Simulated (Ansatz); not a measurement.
A first try at a rigid scan of one bond length of C2H2FO (charge +1), SMILES [O+]#CCF, using Ansatz 0.2.0, Python API.

The script reads `c2h2fo.xyz`:
```text
6

O     2.11470    0.07550   -0.00770
C     0.98830    0.01270   -0.00120
C    -0.47250   -0.06890    0.00730
F    -1.00560    1.19840   -0.12830
H    -0.81260   -0.51250    0.96560
H    -0.81230   -0.70510   -0.83570
```

`run_scan.py`
```python
'''Stretching a bond of C2H2FO(+), the rest held rigid.'''

import logging
import sys

import ansatz as az
import numpy as np

logging.basicConfig(stream=sys.stdout, format='%(levelname)s %(message)s')
log = logging.getLogger('run')
log.setLevel(logging.INFO)


def main() -> None:
    geometry = az.Crystal.molecule_from_extxyz('c2h2fo.xyz')

    symbols = [site.symbol for site in geometry.cartesian_sites]
    start = np.array([site.position_ang for site in geometry.cartesian_sites])
    axis = (start[3] - start[2]) / np.linalg.norm(start[3] - start[2])
    moving = [3]
    lengths, energies = [1.216, 1.271, 1.326, 1.382, 1.437, 1.492, 1.547, 1.63], []
    for length in lengths:
        xyz = start.copy()
        xyz[moving] += (length - np.linalg.norm(start[3] - start[2])) * axis
        point = az.Crystal.molecule()
        for symbol, place in zip(symbols, xyz):
            point = point.atom(symbol, place.tolist())
        setup = (
            point
            .basis(gaussian='6-31G*')  # atom-centred Gaussian functions
            .functional('B3LYP')
            .charge(1)
        )
        report = setup.run(threads=1).report
        energies.append(report['free_energy_ev'])
        log.info(f'r = {length:6.3f} A  E = {energies[-1]:.5f} eV  <S^2> = {abs(report["mean_field"]["state"]["spin_squared"]):.3f}')

    # quartic fit about the minimum
    fit = np.polynomial.Polynomial.fit(lengths, np.array(energies) - min(energies), 4).convert()
    roots = [r.real for r in fit.deriv().roots() if abs(r.imag) < 1e-9 and fit.deriv(2)(r.real) > 0]
    r_e = min(roots, key=lambda r: abs(r - lengths[int(np.argmin(energies))]))
    log.info(f'minimum of the fit at {r_e:.4f} A, force constant {fit.deriv(2)(r_e):.2f} eV/A^2')


if __name__ == '__main__':
    main()
```

`python run_scan.py` gives:
```text
Traceback (most recent call last):
  File "run_scan.py", line 46, in <module>
    main()
    ~~~~^^
  File "run_scan.py", line 30, in main
    .basis(gaussian='6-31G*')  # atom-centred Gaussian functions
     ^^^^^
AttributeError: 'Crystal' object has no attribute 'basis'
```

Why does it end like this?

The fault: settings are called on the crystal, without .calculation(). The correction:

```diff
--- before
+++ after
@@ -28,3 +28,3 @@
         setup = (
-            point
+            point.calculation()
             .basis(gaussian='6-31G*')  # atom-centred Gaussian functions
```

The mended script runs so:

Running `python run_scan.py` prints:
```text
INFO r =  1.216 A  E = -6859.70899 eV  <S^2> = 0.000
INFO r =  1.271 A  E = -6860.07583 eV  <S^2> = 0.000
INFO r =  1.326 A  E = -6860.23377 eV  <S^2> = 0.000
INFO r =  1.382 A  E = -6860.23923 eV  <S^2> = 0.000
INFO r =  1.437 A  E = -6860.13513 eV  <S^2> = 0.000
INFO r =  1.492 A  E = -6859.95439 eV  <S^2> = 0.000
INFO r =  1.547 A  E = -6859.72058 eV  <S^2> = 0.000
INFO r =  1.630 A  E = -6859.30497 eV  <S^2> = 0.000
INFO minimum of the fit at 1.3555 A, force constant 42.38 eV/A^2
```

Reading the output:
- Total energies depend on the basis set; only differences at equal settings carry meaning.
- The rest of the molecule is held rigid at a force-field or estimated start geometry, and the basis set is modest; single-reference methods fail as a bond breaks.
- b3lyp holds the VWN-RPA fit, as in Gaussian; the form of ORCA and Turbomole is b3lyp5.
- The orbitals are restricted, so S² is zero by construction.
- Run time: 7.6 s on 1 thread of Intel(R) Xeon(R) Processor @ 2.30GHz, with other jobs on the host, peak memory 0.22 GiB.
